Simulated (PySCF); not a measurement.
Molfile (atoms numbered from 1):
```
CCl3F
     RDKit          3D

  5  4  0  0  0  0  0  0  0  0999 V2000
    0.0603   -0.1410    1.3961 F   0  0  0  0  0  0  0  0  0  0  0  0
    0.0046   -0.0063    0.0667 C   0  0  0  0  0  0  0  0  0  0  0  0
   -0.4579    1.6606   -0.3126 Cl  0  0  0  0  0  0  0  0  0  0  0  0
    1.6028   -0.3706   -0.6039 Cl  0  0  0  0  0  0  0  0  0  0  0  0
   -1.2011   -1.1397   -0.5634 Cl  0  0  0  0  0  0  0  0  0  0  0  0
  1  2  1  0
  2  3  1  0
  2  4  1  0
  2  5  1  0
M  END
```

Geometry: GFN2-xTB; GIAO absolute shieldings from PySCF 2.14.0 with density-fitted response routines, gas phase, non-relativistic, averaged over equivalent atoms.

At HCTH407/Sadlej pVTZ (144 basis functions, 11 s wall time on 1 thread of an Intel Xeon, shared host):
| atoms | σ (ppm) |
| --- | --- |
| F1 | 154.0 |
| C2 | 38.3 |
| Cl3/Cl4/Cl5 | 381.4 |

Question: Predict the values at revPBE/Sadlej pVTZ on the same geometry.

Answer: 
| atoms | σ at revPBE/Sadlej pVTZ | change |
| --- | --- | --- |
| F1 | 149.9 | -4.1 |
| C2 | 37.8 | -0.5 |
| Cl3/Cl4/Cl5 | 369.3 | -12.1 |

The largest change is at Cl3/Cl4/Cl5 (chlorine bonded to C). Cost: 144 basis functions, 12 s wall time on 1 thread of an Intel Xeon, shared host.

Carbons that carry Cl, above all several Cl atoms, come out too deshielded, partly because spin–orbit coupling is missing.
